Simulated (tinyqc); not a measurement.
Inside a calculation. Method: Pariser-Parr-Pople SCF with singles CI, for the molecule N=CC=O (SMILES; centres numbered as the heavy atoms are written). One step of it, computed by the program tinyqc.

Problem. Singles CI, singlets. Over the 4 single excitations with the smallest orbital gaps: A = (e_a - e_i) delta + 2 (ia|jb) - (ij|ab), with (pq|rs) = sum c_mp c_mq gamma_mn c_nr c_ns. f = 2/3 w |mu|^2 in atomic units, mu = sqrt2 sum c_ia sum_m c_mi c_ma R_m.

orbital energies (eV): -14.072459  -11.921772  -3.501394  -0.061792

coefficients:
```
         MO1        MO2        MO3        MO4
1N  0.380037   0.655237   0.549949  -0.351841
2C  0.466597   0.437393  -0.440496   0.630030
3C  0.546816  -0.213667  -0.520153  -0.620306
4O  0.582109  -0.577666   0.482661   0.307393
```

repulsion gamma_rs (eV):
```
           1N         2C         3C         4O
1N  12.300000   5.475536   3.940734   3.030251
2C   5.475536  11.130000   5.346327   4.092353
3C   3.940734   5.346327  11.130000   5.772710
4O   3.030251   4.092353   5.772710  15.200000
```

Centres (angstrom, eV; a flat drawing with bonds scaled to 1.40 angstrom):
```
centre          x          y  core charge z          W   gamma_rr
1N       1.848000  -0.127000              1  14.100000  12.300000
2C       0.559000   0.421000              1  11.160000  11.130000
3C      -0.559000  -0.421000              1  11.160000  11.130000
4O      -1.848000   0.127000              1  17.700000  15.200000
```

Give: singlet CI matrix; singlet excitation energies; oscillator strengths.

Solution.

singlet CI matrix (eV):
```
        2>3     1>3     2>4     1>4
2>3   6.100  -0.164  -0.208  -0.431
1>3  -0.164   7.502  -0.743   0.136
2>4  -0.208  -0.743   8.237   0.046
1>4  -0.431   0.136   0.046  10.223
```

singlet excitation energies (eV): 6.000  7.085  8.701  10.276

oscillator strengths: 0.961  0.109  0.003  0.395
